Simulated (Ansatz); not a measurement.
HAlGa⁺, triplet in cc-pVTZ: errors against UCCSDT(Q)

Geometry: that of the HAlGa, doublet, kept fixed.

```tsv
atom	x (Å)	y (Å)	z (Å)
Al	0.0000	0.0000	0.3496
Ga	0.0000	0.0000	-2.3209
H	0.0000	0.0000	1.9714
```

Basis cc-pVTZ; Ansatz 0.2.0. Only valence electrons are correlated (noble-gas cores and the filled d shells of p-block atoms frozen), which leaves 6 electrons in 72 orbitals. Prefix R: restricted or restricted open-shell reference; prefix U: unrestricted. Active spaces: valence = (6e, 9o) chosen from the atoms' valence shells. No spin–orbit coupling is included, and no scalar relativity.

Full CI isn't at hand for all of this; UCCSDT(Q) serves as the reference, and is uncertain by the last step of the cluster series or more. The frozen core follows each run's orbitals, which can shift R against U totals by a few meV for light atoms and by up to 0.1 eV past Ca.

The UHF ⟨S²⟩ is 2.050. The T1 diagnostic (RCCSD) is 0.0324, the largest doubles amplitude (RCCSD) is 0.098 and the T1 diagnostic (UCCSD) is 0.0286.

| level | E − E(UHF) (eV) |
| --- | --- |
| UMP2 | -2.1847 |
| UCCSD | -2.8995 |
| UCCSD(T) | -3.0077 |

Problem. Estimate how far UCCSDT(Q) in cc-pVTZ lies from UCCSD(T). The table doesn't fix it; the size of (T) and the diagnostics are the guide.

Solution. UCCSDT(Q) in cc-pVTZ lies 1.52 mEh below UCCSD(T), which is 38 % of the (T) step (-3.98 mEh). T1 is raised, and the rest is a large part of (T).

The other levels:

```
 level  E − E(UCCSDT(Q)) (mEh)  wall time
UCCSDT                    0.18          –
```

Run but not shown, since their state, orbitals or frozen core can't be matched to the reference's or they repeat it: RHF, RMP2, RCCSD, RCCSD(T), BCCD(T), RCCSDT, RCCSDT(Q), CASSCF (valence space), NEVPT2 (valence space), MRCISD (valence space), MRCISD+Q (valence space).

Natural occupations of CASSCF (valence space) about the gap: 1.963 1.912 1.003 0.980 0.044 0.040 0.029 0.018 0.011; effectively unpaired electrons, Σ n²(2−n)², 2.05.
